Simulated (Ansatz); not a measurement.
# CHOSi (sextet): wave-function methods side by side, cc-pVTZ

An exercise on one series of results from a longer session: the logs are not shown, and one member is left open.

The runs use Ansatz 0.2.0, Gaussian basis; cc-pVTZ, core rule «outside noble gas», up to 7 orbitals frozen.

Plan: UHF; CCSD(T) on ROHF; CCSD(T) on UHF; BCCD(T) on ROHF; CCSDT(Q) on ROHF; CCSDT(Q) on UHF.

6 further runs of the same task are left out: 1 for a known fault of the program, 5 set aside as unsound or not needed.

## The geometry

The geometry is a PBE0/def2-TZVP stationary point (not a proven minimum) of the parent state, kept for this charge and spin.

4 atoms, charge 0, spin multiplicity 6.

Atoms are counted from 1 here; the program's logs count them from 0.

Bond lengths: C1–O2 1.268 Å, O2–Si3 1.699 Å, Si3–H4 1.496 Å. Angles: C1–O2–Si3 139.4°, O2–Si3–H4 117.6°.

The first run:

in.yaml

```yaml
crystal:
  periodic: [false, false, false]
  atoms:
    - {symbol: C, position_ang: [0.000000, 0.333035, 1.722367]}
    - {symbol: O, position_ang: [0.000000, -0.312160, 0.630489]}
    - {symbol: Si, position_ang: [0.000000, -0.015246, -1.042169]}
    - {symbol: H, position_ang: [0.000000, 1.411369, -1.492570]}
basis:
  gaussian: {orbitals: cc-pVTZ}
magnetization: {spin_polarized: true, initial_magnetization: 5}
hamiltonian: {xc: hf}
output: {orbitals: {seedname: orbitals}}
```

Launch:

```
ansatz run in.yaml --threads 1 --pin off --events-out ev --progress --plain --max-ram 4096MiB --backend cpu
```

Among the steps run: UHF; CCSD(T) on ROHF; CCSD(T) on UHF; BCCD(T) on ROHF; CCSDT(Q) on ROHF; CCSDT(Q) on UHF.

One of the session's tables, all rows but one given; the rest of the session is left out.

| method | from UCCSDT(Q) (meV) |
| --- | --- |
| ROHF | +11281.3 |
| UHF | +11109.3 |
| RMP2 | +1089.7 |
| UMP2 | ? |
| RCCSD | +457.3 |
| UCCSD | +451.5 |
| RCCSD(T) | +45.9 |
| UCCSD(T) | +43.9 |
| BCCD(T) | +42.9 |
| RCCSDT | +20.6 |
| UCCSDT | +18.0 |
| RCCSDT(Q) | +6.0 |
| UCCSDT(Q) | 0 |

Estimate the missing values for UMP2.

The run gave: from UCCSDT(Q) (meV): +1079.2. In the column «from UCCSDT(Q) (meV)» it lies between RCCSD (+457.3) and RMP2 (+1089.7).

To keep in mind: Restricted and unrestricted rows rest on different reference determinants; where their highest levels disagree by more than a few hundredths of an eV, they describe different states and don't form one ladder.
